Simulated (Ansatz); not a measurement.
Born–Oppenheimer molecular dynamics of AlH4NO (7 atoms, charge 0, multiplicity 1). It starts from a rough guess of a transition structure, not a stationary point.

All numbers below come from UKS PBE0/def2-SVP in Ansatz.

```
ensemble                      : NVE (velocity Verlet)
time step                     : 0.5 fs
steps asked                   : 150
starting velocities drawn for : 300 K
seed                          : 255592
```

Frames 0.5 fs apart, positions in Å, forces in eV/Å.

Velocities at 0.0 fs (Å/ps):

```
Al 1.44 -3.29 0.58
O -3.03 3.47 -1.27
N 1.48 4.84 0.56
H -13.51 -10.11 -7.56
H -5.01 24.63 1.45
H 11.35 -30.61 12.48
H -3.72 -18.30 -9.48
```

```xyz
7
Properties=species:S:1:pos:R:3:forces:R:3 time_fs=0.0 energy_less_start_eV=0.000 T=300
Al -0.917 0.102 0.448 1.82 -0.78 -0.32
O 1.089 -0.740 0.573 -2.18 1.57 0.07
N -0.253 0.700 -1.028 0.56 -0.71 1.61
H 0.725 0.061 -0.363 0.34 0.52 -1.31
H -1.875 -0.186 1.608 -0.44 -0.15 0.40
H 1.417 -1.557 0.202 -0.14 -0.48 -0.18
H -0.187 1.621 -1.439 0.04 0.02 -0.27
7
Properties=species:S:1:pos:R:3:forces:R:3 time_fs=0.5 energy_less_start_eV=-0.010 T=316
Al -0.916 0.100 0.448 1.82 -0.74 -0.35
O 1.088 -0.738 0.572 -1.92 0.85 -0.21
N -0.252 0.703 -1.028 0.48 -1.13 1.83
H 0.719 0.056 -0.368 0.39 0.57 -1.36
H -1.878 -0.174 1.609 -0.43 -0.15 0.39
H 1.422 -1.573 0.208 -0.42 0.22 0.13
H -0.188 1.612 -1.444 0.08 0.38 -0.43
7
Properties=species:S:1:pos:R:3:forces:R:3 time_fs=1.0 energy_less_start_eV=-0.015 T=324
Al -0.915 0.098 0.448 1.83 -0.73 -0.34
O 1.086 -0.736 0.571 -1.69 0.22 -0.43
N -0.251 0.705 -1.027 0.43 -1.48 2.01
H 0.713 0.053 -0.377 0.39 0.64 -1.40
H -1.882 -0.163 1.611 -0.41 -0.15 0.36
H 1.427 -1.589 0.214 -0.67 0.83 0.38
H -0.190 1.604 -1.450 0.11 0.67 -0.57
7
Properties=species:S:1:pos:R:3:forces:R:3 time_fs=1.5 energy_less_start_eV=-0.024 T=339
Al -0.914 0.097 0.449 1.84 -0.73 -0.29
O 1.083 -0.734 0.571 -1.51 -0.29 -0.59
N -0.250 0.707 -1.026 0.41 -1.71 2.11
H 0.709 0.052 -0.389 0.36 0.72 -1.43
H -1.887 -0.151 1.614 -0.37 -0.14 0.31
H 1.430 -1.602 0.222 -0.86 1.30 0.56
H -0.191 1.597 -1.458 0.14 0.85 -0.67
7
Properties=species:S:1:pos:R:3:forces:R:3 time_fs=2.0 energy_less_start_eV=-0.046 T=374
Al -0.913 0.095 0.449 1.85 -0.75 -0.21
O 1.081 -0.732 0.570 -1.40 -0.63 -0.67
N -0.249 0.708 -1.024 0.42 -1.79 2.12
H 0.705 0.052 -0.404 0.29 0.81 -1.46
H -1.893 -0.140 1.618 -0.32 -0.12 0.25
H 1.431 -1.612 0.230 -0.99 1.61 0.66
H -0.192 1.593 -1.467 0.15 0.87 -0.69
7
Properties=species:S:1:pos:R:3:forces:R:3 time_fs=2.5 energy_less_start_eV=-0.088 T=439
Al -0.911 0.093 0.449 1.87 -0.79 -0.11
O 1.078 -0.730 0.569 -1.35 -0.82 -0.68
N -0.248 0.710 -1.023 0.46 -1.69 2.03
H 0.702 0.054 -0.423 0.18 0.92 -1.47
H -1.899 -0.129 1.622 -0.25 -0.11 0.16
H 1.429 -1.619 0.240 -1.05 1.75 0.71
H -0.193 1.590 -1.478 0.15 0.74 -0.64
7
Properties=species:S:1:pos:R:3:forces:R:3 time_fs=3.0 energy_less_start_eV=-0.152 T=538
Al -0.910 0.091 0.449 1.90 -0.85 0.03
O 1.076 -0.729 0.568 -1.38 -0.84 -0.62
N -0.247 0.711 -1.021 0.52 -1.46 1.83
H 0.700 0.059 -0.445 0.04 1.03 -1.48
H -1.907 -0.119 1.627 -0.18 -0.09 0.07
H 1.425 -1.621 0.252 -1.04 1.72 0.69
H -0.194 1.589 -1.490 0.14 0.49 -0.51
7
Properties=species:S:1:pos:R:3:forces:R:3 time_fs=3.5 energy_less_start_eV=-0.236 T=667
Al -0.908 0.088 0.449 1.94 -0.92 0.18
O 1.073 -0.727 0.567 -1.47 -0.70 -0.50
N -0.246 0.711 -1.018 0.60 -1.13 1.54
H 0.697 0.065 -0.471 -0.12 1.15 -1.49
H -1.915 -0.108 1.632 -0.11 -0.07 -0.02
H 1.418 -1.619 0.266 -0.96 1.52 0.61
H -0.194 1.590 -1.504 0.13 0.15 -0.32
7
Properties=species:S:1:pos:R:3:forces:R:3 time_fs=4.0 energy_less_start_eV=-0.333 T=817
Al -0.906 0.086 0.449 2.00 -1.01 0.36
O 1.069 -0.725 0.566 -1.63 -0.39 -0.31
N -0.244 0.712 -1.015 0.68 -0.74 1.19
H 0.694 0.075 -0.501 -0.30 1.27 -1.50
H -1.923 -0.098 1.637 -0.04 -0.05 -0.12
H 1.410 -1.613 0.281 -0.82 1.15 0.49
H -0.193 1.591 -1.518 0.11 -0.23 -0.11
7
Properties=species:S:1:pos:R:3:forces:R:3 time_fs=4.5 energy_less_start_eV=-0.438 T=979
Al -0.904 0.084 0.450 2.07 -1.11 0.54
O 1.066 -0.724 0.564 -1.86 0.08 -0.07
N -0.243 0.712 -1.012 0.76 -0.34 0.79
H 0.691 0.087 -0.534 -0.47 1.37 -1.49
H -1.931 -0.088 1.641 0.03 -0.03 -0.22
H 1.399 -1.605 0.297 -0.61 0.61 0.34
H -0.193 1.591 -1.532 0.09 -0.58 0.10
7
Properties=species:S:1:pos:R:3:forces:R:3 time_fs=5.0 energy_less_start_eV=-0.545 T=1143
Al -0.901 0.082 0.450 2.16 -1.22 0.72
O 1.062 -0.723 0.563 -2.15 0.69 0.21
N -0.241 0.713 -1.009 0.79 0.05 0.38
H 0.686 0.103 -0.570 -0.61 1.44 -1.45
H -1.939 -0.078 1.645 0.10 -0.01 -0.32
H 1.387 -1.595 0.314 -0.35 -0.07 0.16
H -0.192 1.590 -1.546 0.06 -0.87 0.30
7
Properties=species:S:1:pos:R:3:forces:R:3 time_fs=5.5 energy_less_start_eV=-0.651 T=1308
Al -0.899 0.079 0.450 2.27 -1.34 0.90
O 1.058 -0.721 0.562 -2.46 1.37 0.49
N -0.239 0.713 -1.006 0.75 0.43 -0.04
H 0.680 0.123 -0.610 -0.67 1.44 -1.38
H -1.946 -0.068 1.649 0.15 0.01 -0.40
H 1.373 -1.586 0.331 -0.08 -0.82 -0.01
H -0.191 1.587 -1.560 0.04 -1.07 0.45
```

Of the whole run (75 fs, mean temperature of the second half 2312 K): The conserved energy stayed within 0.87 meV per atom of its start (net change -0.078 meV per atom), so the integration is sound. The system heated up, since it started high on the potential surface and ran downhill. A run of 0.075 ps of so small a system gives no equilibrium averages. The orbitals stay closed-shell, which can raise the energy where a bond breaks towards radicals; this wasn't checked here.

Time of the run: 7.5 min on 1 thread of Intel(R) Xeon(R) Platinum 8488C (Sapphire Rapids) (shared host), peak memory 0.16 GiB.
